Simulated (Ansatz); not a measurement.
The input, for Ansatz 0.2.0:

```yaml
crystal:
  periodic: [false, false, false]
  atoms:
    - {symbol: Al, position_ang: [0.000000, 0.000000, 0.000000]}
    - {symbol: H, position_ang: [1.585776, 0.015051, -0.000083]}
    - {symbol: H, position_ang: [-0.805923, 1.365794, -0.002790]}
    - {symbol: H, position_ang: [-0.779853, -1.380845, 0.002873]}
basis:
  gaussian: {orbitals: cc-pVDZ}
total_charge: 1
magnetization: {spin_polarized: false, initial_magnetization: 1}
hamiltonian: {xc: pbe0}
correlation: {active_space: {window: {electrons: 3, orbitals: 3}}}
accuracy: high
```

```sh
$ ansatz run in.yaml --threads 1 --pin off --events-out ev --progress --plain --max-ram 2393MiB
```

(1) One thing in this input was set wrong on purpose, beside settings that are merely unusual. What is the gravest fault, and what does the program do?

## Answers

(1) Active space on a functional. How the run ends: refused.
```
Error: invalid value for `correlation.active_space`: it starts from restricted Hartree–Fock orbitals; set hamiltonian.xc: hf without magnetization.spin_polarized
```
